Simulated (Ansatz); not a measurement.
This geometry of CH$_{7}$BSi (10 atoms, charge 0, multiplicity 1) is a first-order saddle point.

Method: RKS PBE-D4/def2-mTZVP (Ansatz).

```xyz
10
Properties=species:S:1:pos:R:3
B -0.868 0.487 -1.580
Si 0.098 0.632 0.177
C 0.539 -0.998 1.053
H -0.914 -0.534 -2.215
H -1.383 1.457 -2.069
H -0.642 1.548 1.114
H 1.361 1.380 -0.189
H 0.129 -1.865 0.515
H 1.627 -1.136 1.121
H 0.138 -1.022 2.076
```

(1) Which two structures does it join? (They come from a converged band through this point; their orientation in space is the band's.)

(2) How far does it lie above each of them?

## Answers

(1) No bond is made or broken. The dihedral B1–Si2–C3–H9 goes from 176 to 54°. The two ends are copies of one structure, up to a mirror image or an exchange of like atoms.

First end point:

```xyz
10
Properties=species:S:1:pos:R:3
B -1.267 0.496 -1.268
Si 0.234 0.624 0.063
C 0.723 -0.982 0.939
H -1.654 -0.550 -1.719
H -1.785 1.496 -1.691
H -0.038 1.703 1.076
H 1.401 1.124 -0.760
H 0.970 -1.767 0.209
H 1.598 -0.837 1.589
H -0.099 -1.358 1.566
```

Last end point:

```xyz
10
Properties=species:S:1:pos:R:3
B -0.716 0.487 -1.649
Si 0.059 0.635 0.200
C 0.452 -0.995 1.080
H -0.620 -0.512 -2.313
H -1.249 1.434 -2.163
H -0.787 1.509 1.085
H 1.342 1.405 -0.027
H -0.464 -1.566 1.289
H 1.105 -1.628 0.461
H 0.962 -0.820 2.039
```

(2) 1.1 kcal/mol above the first and 1.1 kcal/mol above the second. This is the barrier of this one path; another mechanism may lie lower.

The run took 110 s on 1 thread of Arm Neoverse V1 (shared host), peak memory 0.14 GiB.
